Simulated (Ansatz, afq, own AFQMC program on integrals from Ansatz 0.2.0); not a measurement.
**AFQMC, coupled cluster and functionals along a coordinate of CH₃N, triplet**

```xyz
5

N    -0.7673    0.0072    0.0072
C     0.6359   -0.0060   -0.0060
H     1.0187   -1.0379   -0.0046
H     1.0416    0.5087    0.8782
H     1.0248    0.5001   -0.9026
```

The N1–C2 distance is changed with both sides rigid. Energies in eV count from this geometry (1.403 Å) at the same level; the start stands on UHF, each point on the determinant named.

Basis cc-pVDZ. Noble-gas cores (and the filled d shells of Ga–Kr and In–Xe) are frozen. AFQMC by an in-house program on the Cholesky factors that Ansatz 0.2.0 writes for its CCSD(T) run. ph-AFQMC/CISD is guided by a CISD state made of CCSD amplitudes; releasing the constraint for a short imaginary time cuts its bias at the price of noise, slowly where states lie close. ± is one standard error of the sampling.

Cautions, each for one point or more: higher spins were not checked; lower spins were not checked; strong correlation; the ph-AFQMC/CISD walk drifts between its halves; unrestricted determinant spin contaminated; walk and cluster series may follow different spin states.

| r(N1–C2) / Å | det. | T1 | weight | ⟨S²⟩ | B2PLYP | wB97M-V | CCSD(T) |
| --- | --- | --- | --- | --- | --- | --- | --- |
| 1.104 | UHF | 0.017 | 0.90 | 2.04 | 3.081 | 2.999 | 3.380 |
| 1.680 | UHF | 0.016 | 0.89 | 2.04 | 0.628 | 0.687 | 0.509 |
| 2.245 | UHF¶ | 0.042 | 0.83 | 2.77 | 2.814§ | 2.887§ | 2.404 |
| 3.064 | UHF¶ | 0.008 | 0.91 | 2.99 | 3.446§ | 3.647§ | 3.024 |

Q: Estimate the curve of phaseless AFQMC with a CISD trial, counted from the same start.

A: 
| r(N1–C2) / Å | det. | T1 | weight | ⟨S²⟩ | ph-AFQMC/CISD |
| --- | --- | --- | --- | --- | --- |
| 1.104 | UHF | 0.017 | 0.90 | 2.04 | 3.392 ± 0.014 |
| 1.680 | UHF | 0.016 | 0.89 | 2.04 | 0.496 ± 0.014 |
| 2.245 | UHF¶ | 0.042 | 0.83 | 2.77 | 2.302 ± 0.023 |
| 3.064 | UHF¶ | 0.008 | 0.91 | 2.99 | 3.009 ± 0.012 |

Weight is that of the determinant in the CISD state; at the start T1 is 0.014 and the weight 0.90, and ⟨S²⟩ is 2.02. ¶ marks points with a poor determinant and no full CI, where no value is sure; they don't count among the departures. § marks a functional whose ⟨S²⟩ is too high by over 0.1. Largest departures from phaseless AFQMC with a CISD trial: CCSD(T) 0.013 eV at 1.680 (on UHF) (within the noise), B2PLYP -0.311 eV at 1.104, wB97M-V -0.392 eV at 1.104. The walk's constraint bias lies outside its error bars, so these are departures and not errors. Functionals count only at points shown to share the start's state and spin. In this small basis the wave-function levels are far from their limit, so their gap to the functionals isn't the functionals' error.

A walk keeps the symmetry of its determinant, which the program's search chose and which needn't be the lowest solution, so a lower state of the same spin and another symmetry isn't excluded.
